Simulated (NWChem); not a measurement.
## Correlation energy of HO

```xyz
2

O      0.0000     0.0000     0.1085
H      0.0000     0.0000    -0.8679
```
Charge 0, spin multiplicity 2.

Everything below was run with NWChem. Structure: optimised with UPBE0/def2-SVP, a minimum by its harmonic frequencies.

Basis set: cc-pVTZ. Each correlation energy counts from its own Hartree-Fock reference.

```json
[
 {"method": "CCSD(T) on UHF", "correlation energy (mHa)": "-218.7"},
 {"method": "CCSD on ROHF", "correlation energy (mHa)": "-218.3"},
 {"method": "SCS-UMP2", "correlation energy (mHa)": "-199.2"},
 {"method": "UMP2", "correlation energy (mHa)": "-199.9"},
 {"method": "CCSD on UHF", "correlation energy (mHa)": "-213.6"},
 {"method": "CCSD[T] on ROHF", "correlation energy (mHa)": "-223.7"},
 {"method": "CCSD(T) on ROHF", "correlation energy (mHa)": "-223.6"},
 {"method": "URI-MP2", "correlation energy (mHa)": "-199.8"},
 {"method": "CCSD[T] on UHF", "correlation energy (mHa)": "-218.8"}
]
```

The values span 24.5 mHa, from CCSD[T] on ROHF (lowest) to SCS-UMP2 (highest). 

The correlated methods keep 1 core orbital frozen. The structure started from a generated list of species. The unpaired electrons of the parent sit in orbitals of symmetry b1 (C2v labels of the run); other states weren't searched. No SCF solution was tested for a lower state. Open-shell Hartree-Fock references start from PBE0 orbitals. Coupled-cluster values serve here as a point of comparison, not as the truth.
